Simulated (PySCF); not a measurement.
Gas-phase reaction: SiCl₂F₂ + F₂ ⇌ SiF₂ + 2 ClF

Computed with PySCF (xtb for GFN2) and rigid-rotor harmonic-oscillator thermochemistry at 1 bar. † marks an energy on the PBE0/def2-TZVP geometry and frequencies; other levels use their own. CCSD(T) freezes the core. 6-31G* has spherical d functions here. All species are closed-shell singlets. B3LYP is the form with VWN-RPA correlation. CCSD(T) isn't extrapolated to the basis-set limit; its ΔH°(298 K) is 402.0 kJ in def2-SVP and 393.6 kJ in def2-TZVPP. The harmonic model lacks anharmonicity and excited electronic states, which grow with temperature; levels with a mode under 35 cm⁻¹ are left out.

```json
[
 {"level": "B3LYP/6-31G*", "ΔE electronic, kJ": "384", "ΔH°(298 K), kJ": "377", "ΔS°(298 K), J/K": "168", "ΔG°(800 K), kJ": "244"},
 {"level": "CCSD(T)/def2-TZVPP†", "ΔE electronic, kJ": "401", "ΔH°(298 K), kJ": "394", "ΔS°(298 K), J/K": "167", "ΔG°(800 K), kJ": "262"},
 {"level": "GFN2-xTB", "ΔE electronic, kJ": "269", "ΔH°(298 K), kJ": "263", "ΔS°(298 K), J/K": "158", "ΔG°(800 K), kJ": "139"},
 {"level": "PBE/def2-TZVP†", "ΔE electronic, kJ": "369", "ΔH°(298 K), kJ": "361", "ΔS°(298 K), J/K": "167", "ΔG°(800 K), kJ": "229"},
 {"level": "r2SCAN/def2-TZVP†", "ΔE electronic, kJ": "427", "ΔH°(298 K), kJ": "419", "ΔS°(298 K), J/K": "167", "ΔG°(800 K), kJ": "287"},
 {"level": "LDA/def2-TZVP†", "ΔE electronic, kJ": "396", "ΔH°(298 K), kJ": "388", "ΔS°(298 K), J/K": "167", "ΔG°(800 K), kJ": "257"}
]
```
ΔH° is lowest at GFN2-xTB and highest at r2SCAN/def2-TZVP†. No reference value is set beside these.
